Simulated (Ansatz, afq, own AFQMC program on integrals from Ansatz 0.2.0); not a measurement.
## Cu, doublet in def2-SVP, levels against CCSDTQ

A free Cu atom.

Basis def2-SVP. Noble-gas cores (and the filled d shells of Ga–Kr and In–Xe) are frozen. Ansatz 0.2.0 and our own AFQMC program on the same integrals; the CISD trial comes from CCSD amplitudes, and released means the phaseless constraint is let go. Uncertainties: one standard error, sampling alone. The metal's outer-core s and p shells are frozen, which shifts wave-function levels against functionals.

Determinant: UHF, the one that the program's search chose, which needn't be the lowest solution.

No full CI on the walks' own integrals is used here; CCSDTQ serves as the reference and is uncertain by about the last step of the cluster series.

Cautions: no relativity below Rb; outer-core shells of the metal frozen.

* T1 diagnostic: 0.0115
* weight of the determinant in the CISD state: 0.950
* ⟨S²⟩ of the determinant: 0.751
* size of the correlated space: 11 electrons in 22 orbitals

| level | correlation energy (eV) |
| --- | --- |
| MP2 | -7.6927 |
| CCSD | -6.8514 |
| CCSD(T) | -7.1638 |

(1) Estimate where phaseless AFQMC with a CISD trial lies against CCSD(T) on the same integrals.

(1) 90.4 ± 3.8 meV above CCSD(T).

Reference: CCSDTQ, correlation energy -7.115 eV. The released energy is read at 1.62 1/Eh, later times being too noisy (meV from the phaseless value at times in 1/Eh: -12 ± 3 at 0.24, -29 ± 12 at 0.51, -31 ± 7 at 0.99, -25 ± 8 at 1.62, -15 ± 9 at 2.40).

```json
{"level": "CCSD(T)", "E − E(reference) (meV)": "-49.3", "share of correlation (%)": "100.69"}
{"level": "CCSDT", "E − E(reference) (meV)": "-28.5", "share of correlation (%)": "100.40"}
{"level": "CCSDT(Q)", "E − E(reference) (meV)": "24.8", "share of correlation (%)": "99.65"}
{"level": "ph-AFQMC/HF", "E − E(reference) (meV)": "113.0 ± 24.8", "share of correlation (%)": "98.41"}
{"level": "ph-AFQMC/CISD", "E − E(reference) (meV)": "41.1 ± 3.8", "share of correlation (%)": "99.42"}
{"level": "released AFQMC", "E − E(reference) (meV)": "15.7 ± 7.8", "share of correlation (%)": "99.78"}
```

CCSDT and higher add their correlation energy to the determinant of the CCSD(T) run, since their own runs factorise the integrals more tightly (a shift of under 2 meV). A walk keeps the symmetry of its determinant, which the program's search chose and which needn't be the lowest solution, so a lower state of the same spin and another symmetry isn't excluded. Released energies are given only where the last usable release times agree within the noise; a slower fall can still hide under it.
